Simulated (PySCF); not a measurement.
# C4H4N2 (Pyrazine): the cost of one run

Programs: PySCF 2.14.0, with density-fitted response routines of our own. Each step states its level of theory. These are calculated values for one molecule, in the gas phase or a continuum, unless marked as measured. Atoms count from 0, in the outputs and in this text.

## Step 1: The starting structure

10 atoms, charge 0, multiplicity 1; geometry from: GFN2-xTB. The atoms were then displaced at random by about 0.01 Å, so the start is not that level's minimum.

Bonds of the start (Å): C0–C1 1.41, C1–N2 1.34, N2–C3 1.28, C3–C4 1.40, C4–N5 1.32, N5–C0 1.33, C0–H6 1.06, C1–H7 1.10, C3–H8 1.11, C4–H9 1.08.

## Step 2: Relaxing the molecule at PBE0-D3(BJ)/def2-TZVP

Job settings and geometry (Å):

```
{"job": {"xc": "PBE0", "basis": "def2-TZVP", "d3": "d3bj", "grid": 2, "shake": 0.01, "kind": "geom"}, "charge": 0, "multiplicity": 1}
C      1.117590    -0.769900     0.036900
C      1.154330     0.639000     0.015660
N      0.043520     1.382690    -0.027680
C     -1.062120     0.747590    -0.042410
C     -1.161100    -0.649190    -0.031320
N     -0.065820    -1.379150     0.011130
H      1.994900    -1.362640     0.060590
H      2.115610     1.182920     0.030090
H     -1.985350     1.366820    -0.049950
H     -2.101110    -1.179070    -0.024080
```

Command:

```bash
> OMP_NUM_THREADS=2 python probes_run.py task.json out
```

One launch serves the whole session: the jobs run in the order shown.

**Question.** How long does this first job take on 2 threads of AMD EPYC 9R45, shared host, and how much memory does it need?

About 54 s, with a peak of 1.1 GiB.
